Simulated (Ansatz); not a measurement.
Born–Oppenheimer molecular dynamics of F$_{2}$ (2 atoms, charge 0, multiplicity 1). It starts from a relaxed structure.

Level of theory: Ansatz, UKS PBE0-D4/def2-SVP.

```
ensemble        : NVT, Langevin thermostat
time step       : 1 fs
steps asked     : 150
set temperature : 500 K
friction        : 0.005 /fs
seed            : 405957
```

Frames 1 fs apart, positions in Å, forces in eV/Å.

Velocities at 10.0 fs (Å/ps):

```
F 2.12 2.36 -1.71
F -5.14 -2.89 3.65
```

```xyz
2
Properties=species:S:1:pos:R:3:forces:R:3 time_fs=10.0 energy_less_start_eV=0.023 T=233
F -0.582 0.248 -0.325 1.04 -0.45 0.60
F 0.565 -0.245 0.333 -1.04 0.45 -0.60
2
Properties=species:S:1:pos:R:3:forces:R:3 time_fs=11.0 energy_less_start_eV=0.020 T=242
F -0.580 0.250 -0.327 0.97 -0.42 0.56
F 0.559 -0.247 0.336 -0.97 0.42 -0.56
2
Properties=species:S:1:pos:R:3:forces:R:3 time_fs=12.0 energy_less_start_eV=0.016 T=198
F -0.577 0.252 -0.328 0.86 -0.38 0.50
F 0.553 -0.249 0.339 -0.86 0.38 -0.50
2
Properties=species:S:1:pos:R:3:forces:R:3 time_fs=13.0 energy_less_start_eV=0.011 T=183
F -0.575 0.252 -0.328 0.72 -0.32 0.43
F 0.547 -0.251 0.341 -0.72 0.32 -0.43
2
Properties=species:S:1:pos:R:3:forces:R:3 time_fs=14.0 energy_less_start_eV=0.006 T=210
F -0.572 0.253 -0.328 0.55 -0.25 0.33
F 0.541 -0.253 0.343 -0.55 0.25 -0.33
2
Properties=species:S:1:pos:R:3:forces:R:3 time_fs=15.0 energy_less_start_eV=0.002 T=227
F -0.569 0.253 -0.328 0.34 -0.15 0.20
F 0.534 -0.254 0.343 -0.34 0.15 -0.20
2
Properties=species:S:1:pos:R:3:forces:R:3 time_fs=16.0 energy_less_start_eV=0.000 T=294
F -0.565 0.253 -0.327 0.08 -0.04 0.05
F 0.528 -0.255 0.344 -0.08 0.04 -0.05
2
Properties=species:S:1:pos:R:3:forces:R:3 time_fs=17.0 energy_less_start_eV=0.001 T=329
F -0.560 0.254 -0.325 -0.21 0.10 -0.13
F 0.520 -0.256 0.346 0.21 -0.10 0.13
2
Properties=species:S:1:pos:R:3:forces:R:3 time_fs=18.0 energy_less_start_eV=0.005 T=251
F -0.556 0.255 -0.324 -0.49 0.24 -0.31
F 0.512 -0.257 0.347 0.49 -0.24 0.31
2
Properties=species:S:1:pos:R:3:forces:R:3 time_fs=19.0 energy_less_start_eV=0.010 T=231
F -0.552 0.257 -0.323 -0.74 0.36 -0.47
F 0.506 -0.257 0.348 0.74 -0.36 0.47
2
Properties=species:S:1:pos:R:3:forces:R:3 time_fs=20.0 energy_less_start_eV=0.017 T=202
F -0.549 0.259 -0.322 -0.97 0.48 -0.62
F 0.500 -0.258 0.349 0.97 -0.48 0.62
2
Properties=species:S:1:pos:R:3:forces:R:3 time_fs=21.0 energy_less_start_eV=0.024 T=180
F -0.546 0.262 -0.322 -1.15 0.58 -0.75
F 0.494 -0.259 0.351 1.15 -0.58 0.75
```

Of the whole run (150 fs, mean temperature of the second half 255 K): The mean temperature of the second half is 49 % below the set value. A run of 0.15 ps of so small a system gives no equilibrium averages.

The run took 35 s on 1 thread of Intel(R) Xeon(R) 6975P-C (Granite Rapids), on a shared host, peak memory 0.096 GiB.
